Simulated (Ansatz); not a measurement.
Z-matrix (Å, degrees):
```
C
C 1 1.497
H 1 1.091 2 109.5
H 1 1.090 2 109.8 3 119.7
H 1 1.090 2 109.9 3 -120.1
F 2 1.385 1 109.6 3 62.4
O 2 1.390 1 108.9 3 -56.4
H 2 1.096 1 113.0 3 -179.6
C 7 1.378 2 114.9 1 -169.1
F 9 1.377 7 110.5 2 75.3
H 9 1.094 7 112.0 2 -44.2
H 9 1.090 7 107.1 2 -167.2
```

The species carries charge 0 and has multiplicity 1.

(1) List the ωB97M-V/def2-TZVPP orbital energies in eV (Ansatz 0.2.0). (Estimate.)

Answers

(1) The calculation gave: Occupied: -677.49, -677.43, -527.14, -285.16, -285.00, -281.54, -36.77, -36.51, -32.79, -24.78, -22.25, -20.42, -18.34, -17.90, -17.48, -16.75, -15.77, -14.85, -14.17, -13.95, -13.40, -13.22, -12.73, -11.78, -11.71. Lowest empty: 2.99, 3.39, 3.93, 4.64, 4.64, 4.80, 5.04, 5.33.
